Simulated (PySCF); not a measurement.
Geometries of 6 isomers of C4H7N, from PySCF 2.14.0, PBE0-D3(BJ)/def2-SVP geometry optimisation, gas phase. One conformer each, no zero-point energy, no frequencies.

Question: Which isomer lies lowest at this level?
A.
```xyz
12
angstrom
C     -0.233    1.574   -0.315
C     -0.013    0.277   -0.054
C     -1.091   -0.668    0.379
C      1.360   -0.250   -0.196
N      1.765   -1.438    0.005
H     -1.227    2.019   -0.226
H      0.585    2.230   -0.629
H     -0.864   -1.105    1.365
H     -1.192   -1.507   -0.330
H     -2.063   -0.162    0.447
H      2.110    0.493   -0.518
H      0.986   -2.039    0.299
```
B.
```xyz
12
angstrom
C     -2.155    0.419   -0.091
C     -1.202   -0.508   -0.004
C      0.171   -0.376   -0.591
N      1.178   -0.737    0.377
C      2.070    0.109    0.658
H     -1.982    1.373   -0.601
H     -3.146    0.260    0.342
H     -1.394   -1.449    0.523
H      0.258   -1.094   -1.429
H      0.314    0.640   -1.014
H      2.842   -0.142    1.399
H      2.126    1.115    0.194
```
C.
```xyz
12
angstrom
C     -2.164    0.834    0.113
C     -0.887    0.475   -0.069
C     -0.349   -0.785    0.452
N      0.834   -1.241    0.350
C      1.841   -0.490   -0.356
H     -2.560    1.774   -0.278
H     -2.857    0.190    0.665
H     -0.215    1.137   -0.624
H     -1.074   -1.408    1.004
H      2.025    0.500    0.101
H      2.793   -1.040   -0.344
H      1.574   -0.317   -1.415
```
D.
```xyz
12
angstrom
C      2.803   -0.004    0.927
C      1.600    0.037    0.800
C      0.151    0.120    0.647
N     -0.254    0.166   -0.739
C     -1.675    0.317   -0.914
H      3.870   -0.050    1.042
H     -0.212    0.987    1.247
H     -0.305   -0.771    1.117
H      0.255    0.902   -1.222
H     -1.915    0.386   -1.985
H     -2.115    1.204   -0.405
H     -2.198   -0.571   -0.520
```
E.
```xyz
12
angstrom
C      2.325    1.070    1.125
N      1.677    0.209    0.660
C      0.853   -0.791    0.092
C     -0.308   -0.204   -0.705
C     -1.254    0.642    0.129
H      0.475   -1.428    0.909
H      1.480   -1.429   -0.552
H     -0.848   -1.050   -1.162
H      0.104    0.390   -1.538
H     -0.729    1.499    0.578
H     -2.076    1.037   -0.485
H     -1.700    0.056    0.948
```
F.
```xyz
12
angstrom
C      1.211    2.190    0.148
C      0.523    1.202    0.018
C     -0.315    0.012   -0.163
C      0.474   -1.263    0.128
N     -1.469    0.082    0.725
H      1.824    3.063    0.270
H     -0.593   -0.005   -1.240
H      0.795   -1.269    1.179
H      1.357   -1.339   -0.521
H     -0.161   -2.146   -0.048
H     -1.989    0.940    0.557
H     -2.100   -0.690    0.517
```

Answer: A. That is `[H]/N=C\C(=C)C`, 5.0 kcal/mol below the next.

```tsv
SMILES	atoms numbered as above	E (Eh)	relative (kcal/mol)	relative (kJ/mol)	dipole (D)
[H]/N=C\C(=C)C	[H]/[N:5]=[CH:4]\[C:2](=[CH2:1])[CH3:3]	-210.94890	0.0	0.0	2.58
[C-]#[N+]CCC	[C-:1]#[N+:2][CH2:3][CH2:4][CH3:5]	-210.94099	5.0	20.7	3.89
C=C/C=N\C	[CH2:1]=[CH:2]/[CH:3]=[N:4]\[CH3:5]	-210.93374	9.5	39.8	2.19
C=CCN=C	[CH2:1]=[CH:2][CH2:3][N:4]=[CH2:5]	-210.92569	14.6	60.9	1.31
C#C[C@@H](C)N	[CH:1]#[C:2][C@@H:3]([CH3:4])[NH2:5]	-210.90538	27.3	114.2	1.53
C#CCNC	[CH:1]#[C:2][CH2:3][NH:4][CH3:5]	-210.89476	34.0	142.1	1.15
```

As drawn, the lowest has a C=N bond and a C=C bond outside aromatic rings, which the highest lacks; the highest has a C≡C bond, which the lowest lacks.
